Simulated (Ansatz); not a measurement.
Basis-set extrapolation for C$_{4}$H$_{6}$O (PBE0-D4/def2-TZVP geometry, frozen core, Ansatz 0.2.0). Multiplicity 1, RHF reference.

```
                      def2-TZVPP   def2-QZVPP
                 HF  -229.775154  -229.785805
    MP2 correlation    -0.871878    -0.931907
CCSD(T) correlation    -0.953751      not run
```

Energies in hartree. Use E(X) = E(∞) + A·exp(−7.88·√X) for Hartree–Fock and E(X) = E(∞) + B·X^(−2.97) for correlation, with X = 3 and 4, and add CCSD(T) minus MP2 of the smaller set to the MP2 limit.

What is the CCSD(T) energy at the basis-set limit?

HF limit: -229.785805 + (-0.010651) × 0.13774 = -229.78727. MP2 limit: -0.931907 + (-0.060029) × 0.74074 = -0.97637. Higher-order term: -0.953751 − (-0.871878) = -0.08187. Total: -230.84551 hartree, 73.2 kcal/mol below CCSD(T)/def2-TZVPP.
